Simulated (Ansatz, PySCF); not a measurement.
System: CN, charge 0, doublet. CN (SMILES [C]#N, doublet).
B3LYP-D3(BJ)/def2-TZVP minimum from Ansatz (a quantum-chemistry and plane-wave program):
```
C
N 1 1.1622
```
Charge 0, spin multiplicity 2.

Total energies in hartree (Ansatz). Radicals and triplets start from unrestricted determinants; spin-orbit coupling is neglected. Correlated methods leave the cores frozen. No relativity. The UHF reference of CN ([C]#N, doublet) is spin-contaminated (<S^2> up to 0.37 over the pure value in the sets run).

```tsv
species	HF/cc-pVTZ	CCSD(T)/cc-pVTZ	HF/cc-pVQZ	CCSD(T)/cc-pVQZ	CCSDT(Q)/cc-pVQZ
1: CN (SMILES [C]#N, doublet)	-92.23520	-92.56541	-92.24165	-92.58980	-92.59427
2: C (triplet)	-37.69157	-37.78076	-37.69331	-37.78654	-37.78704
3: N (quartet)	-54.40069	-54.51471	-54.40372	-54.52482	-54.52521
```

Question: Work out the enthalpy of formation at 298 K (by atomisation, with ideal-gas terms from PySCF's Hessian at B3LYP-D3(BJ)/def2-TZVP and the atoms' measured values of the G2/97 table; no spin-orbit terms) in kcal/mol: take Hartree-Fock from cc-pVQZ, extrapolate the CCSD(T) correlation energy as X^-3 (X = 3, 4), and add CCSDT(Q) - CCSD(T) in cc-pVQZ. The further terms named in the bracket sum to +0.45636 hartree. 1 hartree = 627.51 kcal/mol.

Answer: 
Species 1: correlation (64·(-0.34815) - 27·(-0.33021))/37 = -0.36124; step -0.00447; E1 = -92.24165 + (-0.36124) + (-0.00447) = -92.60736
Species 2: correlation (64·(-0.09323) - 27·(-0.08919))/37 = -0.09618; step -0.00050; E2 = -37.69331 + (-0.09618) + (-0.00050) = -37.78999
Species 3: correlation (64·(-0.12110) - 27·(-0.11402))/37 = -0.12627; step -0.00039; E3 = -54.40372 + (-0.12627) + (-0.00039) = -54.53038
+1·E1 -1·E2 -1·E3 +0.45636 = 0.16937 hartree = 106.3 kcal/mol. Measured: 104.9 kcal/mol, 438.9 kJ/mol (G2/97 table in ASE (Curtiss et al.)); atomic spin-orbit terms, which the calculations lack, would raise the computed values. The composite differs from it by +1.4 kcal/mol; core, relativistic and spin-orbit terms are not in it.
